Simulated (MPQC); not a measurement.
# One shape, several levels: SiNH3 (SMILES [N][SiH3])

We compute a comparison of 3 runs (UHF/STO-3G, UHF/6-31G, ROPBELYP/6-31+G*) of SiNH3. 

Program for the calculation: MPQC 2.3.1.

4 further runs of the same task are left out: 4 that didn't finish.

## 1. The system as given

SiNH3 has 5 atoms, charge 0, and is taken as a triplet. As SMILES, `[N][SiH3]`. The coordinates come from a GFN2-xTB relaxation.

Bond lengths: N1–Si2 1.655 Å, Si2–H3 1.476 Å, Si2–H4 1.476 Å, Si2–H5 1.476 Å. Angles: N1–Si2–H3 111.3°, N1–Si2–H4 111.1°, N1–Si2–H5 111.1°, H3–Si2–H4 107.7°, H3–Si2–H5 107.7°, H4–Si2–H5 107.7°.

## 2. Energy and forces at UHF/STO-3G (run 1)

Contents of job.in:

```
molecule<Molecule>: (
   symmetry = c1
   unit = bohr
   { atoms geometry } = {
      N  [ -2.90380985     0.63179214     0.90614257 ]
      Si [ 0.01935080    -0.00442196    -0.00721875 ]
      H  [ 0.12273771    -0.59186222    -2.73139124 ]
      H  [ 1.04898697    -2.19771369     1.37422774 ]
      H  [ 1.71273438     2.16220573     0.45823969 ]
   }
)
basis<GaussianBasisSet>: (
   name = "STO-3G"
   molecule = $:molecule
   basisdir = "."
   puream = yes
)
mpqc: (
   checkpoint = no
   savestate = no
   restart = no
   do_energy = yes
   do_gradient = yes
   optimize = no
   mole<UHF>: (
      molecule = $:molecule
      basis = $:basis
      total_charge = 0
      multiplicity = 3
      memory = 1000000000
      print_evals = yes
      print_npa = yes
      maxiter = 120
      value_accuracy = 1e-08
      guess_wavefunction<ExtendedHuckelWfn>: (
         molecule = $:molecule
         total_charge = 0
         multiplicity = 3
         basis<GaussianBasisSet>: (
            name = "STO-3G"
            molecule = $:molecule
         )
      )
   )
)
```

The basis set STO-3G is read from a file made from the Basis Set Exchange's data (not shown).

Launch:

```bash
$ mpqc -o job.out job.in
```

Output:

```text
MPQC: Massively Parallel Quantum Chemistry
[...]
  USCF::init: total charge = 0
[...]
  iter     1 energy = -296.6017468757 delta = 6.88365e-01
[...]
  <S^2>      = 2.013992
  total scf energy = -341.0335272856
[...]
Value of the MolecularEnergy: -341.0335272856
  Gradient of the MolecularEnergy:
      1    0.1266938923
      2   -0.0275646215
      3   -0.0394748116
      4   -0.1616256531
      5    0.0351314303
      6    0.0501773523
      7    0.0039917481
      8   -0.0060295298
      9   -0.0259149835
     10    0.0124151316
     11   -0.0208163587
     12    0.0118357305
[...]
      symmetry = c1
[...]
      nbasis = 17
[...]
    nalpha = 13
    nbeta = 11
[...]
```

Run time: 0.16 s. Hardware: 1 thread of Arm Neoverse V1, shared host.

## 3. Energy and forces at UHF/6-31G (run 2)

Contents of mol.in:

```
% emacs should use -*- KeyVal -*- mode
molecule<Molecule>: (
    symmetry = c1
    unit = angstrom
    { atoms geometry } = {
        N  [ -1.536630 0.334330 0.479510 ]
        Si [ 0.010240 -0.002340 -0.003820 ]
        H  [ 0.064950 -0.313200 -1.445390 ]
        H  [ 0.555100 -1.162980 0.727210 ]
        H  [ 0.906340 1.144190 0.242490 ]
    }
)
basis<GaussianBasisSet>: (
    name = "6-31G"
    molecule = $:molecule
    basisdir = "."
    puream = yes
)
mpqc: (
    checkpoint = no
    savestate = no
    restart = no
    do_energy = yes
    do_gradient = yes
    optimize = no
    mole<UHF>: (
        molecule = $:molecule
        basis = $:basis
        total_charge = 0
        multiplicity = 3
        memory = 1000000000
        print_evals = yes
        print_npa = yes
        maxiter = 120
        value_accuracy = 1e-08
        guess_wavefunction<UHF>: (
            molecule = $:molecule
            total_charge = 0
            multiplicity = 3
            memory = 1000000000
            value_accuracy = 1e-3
            basis<GaussianBasisSet>: (
                name = "MINI (Huzinaga)"
                molecule = $:molecule
            )
        )
    )
)
```

The basis set 6-31G is read from a file made from the Basis Set Exchange's data (not shown).

Launch:

```bash
$ mpqc mol.in > mol.out
```

Output:

```text
MPQC: Massively Parallel Quantum Chemistry
[...]
  <S^2>      = 2.016783
  total scf energy = -344.9498774474
[...]
Value of the MolecularEnergy: -344.9498774474
  Gradient of the MolecularEnergy:
      1    0.1253136805
      2   -0.0272659146
      3   -0.0390650982
      4   -0.1264627373
      5    0.0275015026
      6    0.0393195968
      7    0.0027129343
      8    0.0009704411
      9    0.0065312558
     10    0.0001184463
     11    0.0053224457
     12   -0.0046237846
[...]
      symmetry = c1
[...]
      nbasis = 28
[...]
    nalpha = 13
    nbeta = 11
[...]
```

Run time: 1.1 s. Hardware: 1 thread of Arm Neoverse V1, shared host.

## 4. The energy at ROPBELYP/6-31+G(d) (spherical functions) (run 3)

Contents of run.in:

```
% H3NSi
molecule<Molecule>: (
  symmetry = auto
  unit = angstrom
  { atoms geometry } = {
    N  [ -1.536630 0.334330 0.479510 ]
    Si [ 0.010240 -0.002340 -0.003820 ]
    H  [ 0.064950 -0.313200 -1.445390 ]
    H  [ 0.555100 -1.162980 0.727210 ]
    H  [ 0.906340 1.144190 0.242490 ]
  }
)
basis<GaussianBasisSet>: (
  name = "6-31+G*"
  molecule = $:molecule
  basisdir = "."
  puream = yes
)
mpqc: (
  checkpoint = no
  savestate = no
  restart = no
  do_energy = yes
  do_gradient = no
  optimize = no
  mole<HSOSKS>: (
    molecule = $:molecule
    basis = $:basis
    total_charge = 0
    multiplicity = 3
    memory = 1000000000
    print_evals = yes
    print_npa = yes
    maxiter = 60
    functional<SumDenFunctional>: (
      a0 = 0
      coefs = [ 1 1 ]
      funcs: [ <PBEXFunctional>: () <LYPCFunctional>: () ]
    )
    integrator<RadialAngularIntegrator>: ( grid = coarse )
    guess_wavefunction<HSOSHF>: (
      molecule = $:molecule
      total_charge = 0
      multiplicity = 3
      memory = 1000000000
      value_accuracy = 1e-3
      basis<GaussianBasisSet>: (
        name = "STO-2G"
        molecule = $:molecule
      )
    )
  )
)
```

The basis set 6-31+G* is read from a file made from the Basis Set Exchange's data (not shown).

Launch:

```bash
$ mpqc run.in > run.out
```

Output:

```text
MPQC: Massively Parallel Quantum Chemistry
[...]
  Integrated electron density error = 0.000368630885
  iter     1 energy = -345.3713438477 delta = 1.80868e-01
  Integrated electron density error = 0.000033100111
  iter     2 energy = -345.6178592990 delta = 5.80072e-02
[...]
  Integrated electron density error = 0.000019955000
  iter    19 energy = -345.7175288297 delta = 6.55874e-06
  Integrated electron density error = 0.000019952736
  iter    20 energy = -345.7175288364 delta = 3.74799e-06
  Integrated electron density error = 0.000019952288
  iter    21 energy = -345.7175288391 delta = 2.29366e-06
  Integrated electron density error = 0.000019951548
  iter    22 energy = -345.7175288399 delta = 1.26219e-06
[...]
  LUMO is    14   A =  -0.027959
  total scf energy = -345.7175288399
Value of the MolecularEnergy: -345.7175288399
[...]
        symmetry = c1
[...]
        nbasis = 46
[...]
```

Run time: 8.7 s. Hardware: 1 thread of Arm Neoverse V1, shared host; peak memory 0.16 GiB.

## 5. Overview of the runs

| run | level | starting guess | task | energy (Eh) | ⟨S²⟩ | largest force (eV/Å) | wall time |
| --- | --- | --- | --- | --- | --- | --- | --- |
| 1 | UHF/STO-3G | huckel STO-3G | gradient | -341.033527 | 2.014 | 8.888 | 0.16 s |
| 2 | UHF/6-31G | MINI (Huzinaga) | gradient | -344.949877 | 2.017 | 6.955 | 1.1 s |
| 3 | ROPBELYP/6-31+G* (spherical functions) | STO-2G | energy | -345.717529 | – | – | 8.7 s |

## 6. Results

| quantity | value |
| --- | --- |
| run 3: total energy | -345.71753 Eh |

In run 1 the basis is minimal, so the values are rough. All runs together took 9.9 s, the longest 8.7 s.
